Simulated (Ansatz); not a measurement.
Compare A (`O=CCOCO`) with its isomer B (`COCC(=O)O`).

Program: Ansatz. Geometries: PBE0-D4/def2-TZVP. ΔE: electronic, gas phase. CBS: MP2 limit from def2 TZ/QZ plus the TZ coupled-cluster correction, frozen cores. DFT in def2-TZVPP. B3LYP here is the variant with VWN-RPA as its local correlation; programs differ in this. One conformer a species, not always the lowest.

A:

Z-matrix (Å, degrees):
```
C
C 1 1.512
O 1 1.404 2 113.8
H 1 1.097 2 108.8 3 -126.0
H 1 1.096 2 107.0 3 117.8
O 2 1.198 1 123.2 3 163.0
H 2 1.111 1 114.7 3 -19.8
C 3 1.397 1 113.5 2 -82.3
O 8 1.395 3 113.3 1 65.0
H 8 1.096 3 110.4 1 -53.1
H 8 1.094 3 105.3 1 -171.9
H 9 0.962 8 108.7 3 70.7
```

B:

Z-matrix (Å, degrees):
```
C
O 1 1.407
H 1 1.089 2 107.1
H 1 1.098 2 111.0 3 118.9
H 1 1.096 2 111.8 3 -119.1
C 2 1.388 1 113.5 3 -176.5
C 6 1.517 2 116.7 1 -76.2
H 6 1.094 2 107.6 1 164.9
H 6 1.099 2 112.5 1 47.3
O 7 1.200 6 122.8 2 171.3
O 7 1.338 6 113.8 2 -10.2
H 11 0.968 7 106.2 6 -178.5
```

Question: Which isomer does CCSD(T)/CBS put lower? Give the gap. (Estimate.)

Answer: Ansatz gave: B, by 17.2 kcal/mol.

Question: Give E(B) − E(A) in kcal/mol with r2SCAN-D4, CCSD(T)/def2-TZVPP, PBE0-D4, B3LYP, B2PLYP, B3LYP-D4, PBE-D4. (An estimate is asked.)

Answer: Computed: r2SCAN-D4 -19.8, CCSD(T)/def2-TZVPP -17.2, PBE0-D4 -19.1, B3LYP -18.1, B2PLYP -18.2, B3LYP-D4 -18.2, PBE-D4 -19.0. None reverses the order clearly.

Largest T1 diagnostic: 0.014.
